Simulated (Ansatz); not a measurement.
What each rung costs, and what it gives

Saddle point of C2H10Si, closed shell (C₂H₈Si (C[SiH2]C) + H₂ → CH₆Si ([CH3][SiH3]) + CH₄; bonds formed: Si1–H7, C2–H6; bonds broken: Si1–C2, H6–H7), PBE0-D4/def2-TZVP structure:

```
13
angstrom
Si -0.5490 0.2811 0.3217
C 0.6340 -1.5375 0.5549
H -1.6016 -0.7050 -0.1586
H -1.1283 0.7635 1.6027
C -0.3803 1.3960 -1.1686
H 0.9436 -0.2349 0.7781
H 0.9643 0.8964 0.8830
H -0.0643 -2.0613 1.2065
H 0.5449 -1.8875 -0.4734
H 1.6575 -1.7292 0.9045
H 0.3561 0.9695 -1.8565
H -0.0422 2.3964 -0.8950
H -1.3345 1.4527 -1.6995
```

Barriers are electronic and count from the start structure reached by relaxing down the imaginary mode.

Ansatz 0.2.0; basis: as named in each row; cores frozen in the correlated methods. B3LYP uses VWN-RPA correlation. Extrapolation: Hartree–Fock as exp(−7.88 √X), correlation as X^−2.97.

Times are rough, for one single point on 4 threads of a shared host (Intel Xeon).

The estimate by CCSD(T) at an estimated basis limit (MP2 extrapolated from triple and quadruple zeta, plus CCSD(T) − MP2 in triple zeta) is 3.158 eV.

| method | basis | time (s) | barrier (eV) | method less estimate |
| --- | --- | --- | --- | --- |
| HF | STO-3G | under 1 | 6.861 | 3.703 |
| PBE-D4 | STO-3G | under 1 | 5.024 | 1.866 |
| SPW92 | def2-SVP | 1 | 2.424 | -0.733 |
| B3LYP-D4 | 6-31G | 1 | 3.823 | 0.665 |
| PBE-D4 | def2-SVP | 2 | 2.759 | -0.399 |
| PBE0-D4 | def2-SVP | 2 | 2.935 | -0.222 |
| SPW92 | def2-TZVPP | 2 | 2.397 | -0.761 |
| PBE-D4 | def2-TZVPP | 3 | 2.747 | -0.411 |
| BLYP-D4 | def2-TZVPP | 3 | 2.990 | -0.168 |
| B3LYP-D4 | def2-TZVPP | 4 | 3.092 | -0.065 |
| PBE0-D4 | def2-TZVPP | 4 | 2.903 | -0.254 |
| BHLYP-D4 | def2-TZVPP | 4 | 3.281 | 0.123 |
| wB97M-V | def2-SVP | 6 | 3.091 | -0.067 |
| r2SCAN-D4 | def2-TZVPP | 6 | 2.893 | -0.265 |
| CCSD(T) | def2-SVP | 6 | 3.308 | 0.150 |
| CAM-B3LYP-D4 | def2-TZVPP | 6 | 3.151 | -0.006 |
| r2SCAN0-D4 | def2-TZVPP | 6 | 3.000 | -0.158 |
| RPA on PBE | def2-TZVPP | 8 | 3.175 | 0.017 |
| PBE-QIDH | def2-TZVPP | 9 | 3.072 | -0.085 |
| B2PLYP | def2-TZVPP | 10 | 3.168 | 0.011 |
| B97M-V | def2-TZVPP | 11 | 2.909 | -0.249 |
| wB97X-V | def2-TZVPP | 11 | 3.147 | -0.011 |
| wB97M-V | def2-TZVPP | 12 | 3.103 | -0.054 |
| MP2 | def2-QZVPP | 48 | 3.163 | 0.006 |
| CCSD(T) | def2-TZVPP | 100 | 3.180 | 0.023 |

All methods are single points on the PBE0-D4 structures.

T1 diagnostic: at most 0.011.

Labels in which every atom is bracketed show which atoms are joined, not bond orders.
